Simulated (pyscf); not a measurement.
Elementary routes open to `[CH3][InH2]` + `[ClH]` in the gas phase (singlet surface):
A. `[CH4]` + `[Cl][InH2]` (C–In, Cl–H broken; C–H, Cl–In formed)
B. `[CH3][InH][Cl]` + `[H][H]` (H–In, Cl–H broken; Cl–In, H–H formed)

Single points on ωB97X-D3(BJ)/def2-SVP structures (PySCF, gas phase).

**Question.** Rank the routes by free-energy barrier at 1200 K, lowest first, for ωB97M-D3(BJ)/def2-TZVP energies (ideal gas, 1 atm, RRHO with modes under 100 cm⁻¹ raised to 100, one conformer, R ln 2 for chiral ones without a mode under 150 cm⁻¹).

**Answer.** B (1.91 eV), A (2.09 eV)

Route B is the fastest of these, ahead of the next by 0.18 eV. The most stable products are those of A (ΔG = -1.20 eV), whose barrier is 0.18 eV higher: the kinetic and the thermodynamic product differ. At 298 K B is still the fastest. A: On the reactant side the descent ends in an adduct with a Cl–In contact, 0.31 eV under the separated species and 0.43 eV under the saddle at ωB97X-D3(BJ)/def2-TZVP. On the product side the descent ends in a complex, 0.18 eV under the separated species and 2.05 eV under the saddle at ωB97X-D3(BJ)/def2-TZVP. B: On the reactant side the descent ends in an adduct with a Cl–In contact, 0.31 eV under the separated species and 0.25 eV under the saddle at ωB97X-D3(BJ)/def2-TZVP. Only these routes are compared; each barrier is that of the saddle found, and lower ones may exist. Elements past Kr carry the def2 core potentials, without spin-orbit coupling.
